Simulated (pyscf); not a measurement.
This saddle point was located with ωB97X-D3(BJ)/def2-SVP in PySCF.

```
Al
H 1 1.5866
H 1 1.6408 2 120.86
H 3 1.4011 2 152.25 1 -178.18
P 1 2.3119 2 120.12 3 175.50
H 5 1.4238 1 95.27 2 142.26
H 5 1.4245 6 95.93 1 95.57
```
Charge 0, spin multiplicity 2.

Surface: doublet, charge 0. Lowest wavenumbers (cm⁻¹): 675i, 113, 127, 252, 411.

Q: Name the species on either side of this saddle.

A: H₂Al–PH₂ + H atom (H•) ⇌ [HAl–PH₂]• + hydrogen (H₂), a hydrogen abstraction read from left to right: Al–H broken and H–H formed. At ωB97M-D3(BJ)/def2-TZVP it lies +0.13 eV from the left side and +1.02 eV from the right (each side as separated species at their lowest minima found). This is the saddle that the search found; another between the same sides may lie lower. The angle at the transferred H is 178°.
